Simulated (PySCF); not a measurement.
Species: CHNO.
Atom-mapped SMILES: `[NH:1]=[C:2]=[O:3]` (hydrogens: H4 on N1)

Level of theory: PySCF, TDDFT CAM-B3LYP/aug-cc-pVTZ, vertical, gas phase, core orbitals frozen in the response. Geometry: PBE0-D3(BJ)/def2-TZVP; no solvent, vibrations or thermal averaging.

Q: List the vertical singlet excitations with oscillator strengths and describe the spectrum.

A: 

```
state  E (eV)  E (hartree)       f  |μ| (D)  symmetry     main configurations (H = HOMO, L = LUMO)
   S1    6.59       0.2421  0.0017     0.26         –        H→L+1 (62%), H→L+2 (20%), H→L+4 (13%)
   S2    7.21       0.2649   0.013     0.68        A″                                    H→L (85%)
   S3    7.74       0.2845   0.011     0.60        A′    H-1→L+1 (44%), H→L+6 (31%), H-1→L+2 (11%)
   S4    7.90       0.2903   0.013     0.66        A′                                  H-1→L (84%)
   S5    8.72       0.3206  0.0000     0.02         –      H-1→L+6 (49%), H→L+1 (16%), H→L+4 (12%)
   S6    8.77       0.3222   0.014     0.64        A″      H-1→L+6 (34%), H→L+2 (23%), H→L+1 (16%)
   S7    9.09       0.3339   0.074     1.46        A′                                  H→L+3 (93%)
   S8    9.13       0.3354  0.0066     0.44        A″                     H→L+4 (55%), H→L+2 (40%)
   S9    9.37       0.3445   0.027     0.87        A′  H-1→L+1 (39%), H-1→L+4 (22%), H-1→L+2 (16%)
  S10    9.78       0.3592   0.110     1.72        A′                 H-1→L+2 (57%), H-1→L+4 (37%)
```

Triplets, Tamm–Dancoff:

```csv
state,E (eV),λ (nm),"main configurations (H = HOMO, L = LUMO)"
T1,6.20,200.1,"H→L+1 (58%), H→L+2 (20%), H→L+4 (15%)"
T2,6.50,190.7,"H-1→L+1 (49%), H-1→L+2 (18%), H-1→L+4 (16%)"
T3,6.97,177.9,"H→L (79%), H→L+5 (9%)"
T4,7.11,174.5,"H→L+6 (72%), H→L+9 (15%)"
```

The lowest singlet comes at 188 nm (636 kJ/mol) in the vacuum ultraviolet; it is very weak; its leading configuration is HOMO→LUMO+1 (62%). The strongest level in the table is S10 at 9.78 eV (127 nm, f = 0.110). It is the last of those listed, so stronger ones may follow. Löwdin shares by element: HOMO nitrogen 45%, oxygen 32%, carbon 17%, hydrogen 7%; LUMO hydrogen 79%, carbon 11%, nitrogen 8%. The oscillator strengths of these states sum to 0.269; summed over the whole spectrum of an exact calculation they would give the number of electrons, 22 (Thomas–Reiche–Kuhn). Orbital energies (eV): HOMO-3 -15.03, HOMO-2 -14.88, HOMO-1 -10.99, HOMO -10.32, LUMO 0.02, LUMO+1 0.99, LUMO+2 1.48. Of the 10 states listed, 7 reach f = 0.01 and 1 stays under 0.0005. Symmetry labels in Cs follow from the direction of the transition dipole and are given only for states with f of 0.002 or more. Only the lowest 10 singlets were computed, as vertical energies without vibronic structure.
